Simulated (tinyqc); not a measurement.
FCI on RHF in the sto-3g basis, for OH-, spin multiplicity 1, step by step. The basis has no diffuse functions, so it cannot describe the extra electron: this is an exercise in the method, not the real anion. One step of it, computed by the program tinyqc.

Question. Iteration 1: building the Fock matrix. J_ij = sum D_kl (ij|kl), K_ij = sum D_kl (ik|jl); F = H + J - 0.5 K; E = tr D H + tr D J / 2 - 0.25 tr D K + E_nn.

D at the start, order 1O 1s, 1O 2s, 1O 2px, 1O 2py, 1O 2pz, 2H 1s:
$$\begin{pmatrix}
2.087443 & -0.366169 & 0.000000 & 0.000000 & 0.098536 & -0.162751 \\
-0.366169 & 1.582868 & 0.000000 & 0.000000 & -0.373707 & 0.472487 \\
0.000000 & 0.000000 & 2.000000 & 0.000000 & 0.000000 & 0.000000 \\
0.000000 & 0.000000 & 0.000000 & 2.000000 & 0.000000 & 0.000000 \\
0.098536 & -0.373707 & 0.000000 & 0.000000 & 1.745268 & 0.267784 \\
-0.162751 & 0.472487 & 0.000000 & 0.000000 & 0.267784 & 0.229455
\end{pmatrix}$$

core Hamiltonian H = T + V (hartree), order 1O 1s, 1O 2s, 1O 2px, 1O 2py, 1O 2pz, 2H 1s:
$$\begin{pmatrix}
-32.092421 & -7.464037 & 0.000000 & 0.000000 & -0.011565 & -1.195809 \\
-7.464037 & -8.718632 & 0.000000 & 0.000000 & -0.141566 & -2.705596 \\
0.000000 & 0.000000 & -6.895811 & 0.000000 & 0.000000 & 0.000000 \\
0.000000 & 0.000000 & 0.000000 & -6.895811 & 0.000000 & 0.000000 \\
-0.011565 & -0.141566 & 0.000000 & 0.000000 & -6.983916 & -2.011551 \\
-1.195809 & -2.705596 & 0.000000 & 0.000000 & -2.011551 & -4.207537
\end{pmatrix}$$

Two-electron integrals (ij|kl) in chemists' order, unique and non-zero (hartree):
```
(11|11) 4.785065   (21|11) 0.741380   (21|21) 0.136873   (22|11) 1.118947
(22|21) 0.256633   (22|22) 0.817206   (31|31) 0.024477   (32|31) 0.037809
(32|32) 0.180518   (33|11) 1.115814   (33|21) 0.256684   (33|22) 0.817023
(33|33) 0.880159   (41|41) 0.024477   (42|41) 0.037809   (42|42) 0.180518
(43|43) 0.047444   (44|11) 1.115814   (44|21) 0.256684   (44|22) 0.817023
(44|33) 0.785270   (44|44) 0.880159   (51|51) 0.024477   (52|51) 0.037809
(52|52) 0.180518   (53|53) 0.047444   (54|54) 0.047444   (55|11) 1.115814
(55|21) 0.256684   (55|22) 0.817023   (55|33) 0.785270   (55|44) 0.785270
(55|55) 0.880159   (61|11) 0.119184   (61|21) 0.021834   (61|22) 0.040729
(61|33) 0.040649   (61|44) 0.040649   (61|51) 0.001001   (61|52) 0.001885
(61|55) 0.040895   (61|61) 0.003528   (62|11) 0.308239   (62|21) 0.071662
(62|22) 0.254887   (62|33) 0.250418   (62|44) 0.250418   (62|51) 0.005389
(62|52) 0.042258   (62|55) 0.263577   (62|61) 0.011673   (62|62) 0.100849
(63|31) 0.007273   (63|32) 0.043152   (63|53) 0.008635   (63|63) 0.013908
(64|41) 0.007273   (64|42) 0.043152   (64|54) 0.008635   (64|64) 0.013908
(65|11) 0.229768   (65|21) 0.054081   (65|22) 0.205359   (65|33) 0.196178
(65|44) 0.196178   (65|51) 0.010819   (65|52) 0.075146   (65|55) 0.223486
(65|61) 0.009173   (65|62) 0.098746   (65|65) 0.109480   (66|11) 0.467261
(66|21) 0.110382   (66|22) 0.451787   (66|33) 0.434051   (66|44) 0.434051
(66|51) 0.010172   (66|52) 0.111757   (66|55) 0.486696   (66|61) 0.018110
(66|62) 0.231374   (66|65) 0.258518   (66|66) 0.774606
```

nuclear repulsion = 3.81732884 hartree

Give: Coulomb J; exchange K; Fock matrix F; total energy of this density.

Answer.

Coulomb J (hartree), order 1O 1s, 1O 2s, 1O 2px, 1O 2py, 1O 2pz, 2H 1s:
$$\begin{pmatrix}
18.1102 & 3.4432 & 0.0000 & 0.0000 & -0.0105 & 0.5490 \\
3.4432 & 8.5766 & 0.0000 & 0.0000 & -0.0223 & 2.6230 \\
0.0000 & 0.0000 & 8.5639 & 0.0000 & 0.0000 & 0.0000 \\
0.0000 & 0.0000 & 0.0000 & 8.5639 & 0.0000 & 0.0000 \\
-0.0105 & -0.0223 & 0.0000 & 0.0000 & 8.5788 & 2.0941 \\
0.5490 & 2.6230 & 0.0000 & 0.0000 & 2.0941 & 4.6427
\end{pmatrix}$$

exchange K (hartree), order 1O 1s, 1O 2s, 1O 2px, 1O 2py, 1O 2pz, 2H 1s:
$$\begin{pmatrix}
9.7861 & 1.7152 & 0.0000 & 0.0000 & 0.0071 & 0.2802 \\
1.7152 & 2.6917 & 0.0000 & 0.0000 & -0.1231 & 0.9753 \\
0.0000 & 0.0000 & 2.2934 & 0.0000 & 0.0000 & 0.0000 \\
0.0000 & 0.0000 & 0.0000 & 2.2934 & 0.0000 & 0.0000 \\
0.0071 & -0.1231 & 0.0000 & 0.0000 & 2.2473 & 0.6847 \\
0.2802 & 0.9753 & 0.0000 & 0.0000 & 0.6847 & 0.8621
\end{pmatrix}$$

Fock matrix F (hartree), order 1O 1s, 1O 2s, 1O 2px, 1O 2py, 1O 2pz, 2H 1s:
$$\begin{pmatrix}
-18.8753 & -4.8784 & 0.0000 & 0.0000 & -0.0257 & -0.7869 \\
-4.8784 & -1.4879 & 0.0000 & 0.0000 & -0.1023 & -0.5702 \\
0.0000 & 0.0000 & 0.5214 & 0.0000 & 0.0000 & 0.0000 \\
0.0000 & 0.0000 & 0.0000 & 0.5214 & 0.0000 & 0.0000 \\
-0.0257 & -0.1023 & 0.0000 & 0.0000 & 0.4712 & -0.2598 \\
-0.7869 & -0.5702 & 0.0000 & 0.0000 & -0.2598 & 0.0041
\end{pmatrix}$$

total energy of this density = -73.597325 hartree
